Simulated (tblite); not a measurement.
Species: C4H7OS (doublet state).
Z-matrix (Å and degrees, GFN2-xTB geometry), rows numbered from 1:
```
C 
C   1  1.4800
C   2  1.3681  1  124.29
S   3  1.7044  2  119.77  1  -179.84
O   3  1.3462  2  118.85  1     0.13
C   5  1.4097  3  117.78  2   179.93
H   1  1.0857  2  110.80  3     0.59
H   1  1.0913  2  110.06  3  -120.64
H   1  1.0912  2  110.03  3   121.81
H   2  1.0785  1  118.30  3  -179.95
H   6  1.0880  5  105.94  3   179.89
H   6  1.0940  5  111.00  3   -60.54
H   6  1.0938  5  110.96  3    60.37
```

All values are computed: GFN2-xTB (tblite) harmonic vibrations without scaling, gas phase. This tight-binding method is rough: wavenumbers can miss measured ones by several per cent, in bad cases by 10 to 20. One conformer, not necessarily the lowest. Open shells enter through the occupations alone, without spin polarisation, and single modes of such species can be off by tens of per cent.

Harmonic wavenumbers (cm⁻¹): 92.5, 115.5, 173.7, 174.2, 190.9, 256.1, 411.7, 514.7, 518.1, 715.2, 732.3, 978.3, 983.3, 1028.5, 1118.0, 1119.5, 1138.4, 1172.0, 1276.6, 1382.3, 1396.2, 1443.1, 1447.7, 1449.3, 1466.3, 1506.3, 2949.4, 2964.8, 2972.2, 2993.5, 3036.5, 3066.1, 3107.9.

A = 3948, B = 2336, C = 1495 MHz; mass 103.022 u (most abundant isotopes); point group Cs, symmetry number 1; spin multiplicity 2.

Q: What is the zero-point energy?

A: Half the sum of the wavenumbers: 21946 cm⁻¹ = 262.53 kJ/mol.

Q: Give the ideal-gas entropy at 200 K and 1 bar in the rigid-rotor, harmonic-oscillator model (classical rotation).

A: Translation 158.36, rotation 110.28, vibration 51.09, spin (R ln 2) 5.76: S = 325.5 J/(mol K).

Q: And Cp and H(200 K) − H(0)?

A: Cp = 91.64 J/(mol K), of which vibrations give 58.38 (their classical limit is 33 R = 274.4); H(200 K) − H(0) = 12.63 kJ/mol without the zero-point energy, 5.98 from vibrations.

Q: How do the functions run with temperature in this model?

A: 
```csv
T (K),S (J/(mol K)),Cp (J/(mol K)),H − H(0) (kJ/mol),G − H(0) (kJ/mol),ln q(vib)
100,271.4,66.2,4.67,-22.46,0.78
300,367.2,115.9,22.99,-87.16,4.32
500,437.8,162.9,51.04,-167.85,7.71
800,525.7,210.9,107.73,-312.84,12.48
1000,575.2,232.1,152.13,-423.03,15.44
```

q(vib) and H(0) count from the zero-point level.

Q: Blend soft modes into free rotors: weight 1/[1 + (100 cm⁻¹/ν̃)⁴] for the oscillator and the rest for a rotor with moment μB/(μ + B), μ = h/(8π²ν), B = 10⁻⁴⁴ kg m². What vibrational entropy results?

A: 50.58 J/(mol K) in place of 51.09, which changes −T·S at 200 K by +0.10 kJ/mol.

Hindered rotation and anharmonicity are outside this model. Other conformers, if any are populated, would add a mixing term that is left out.
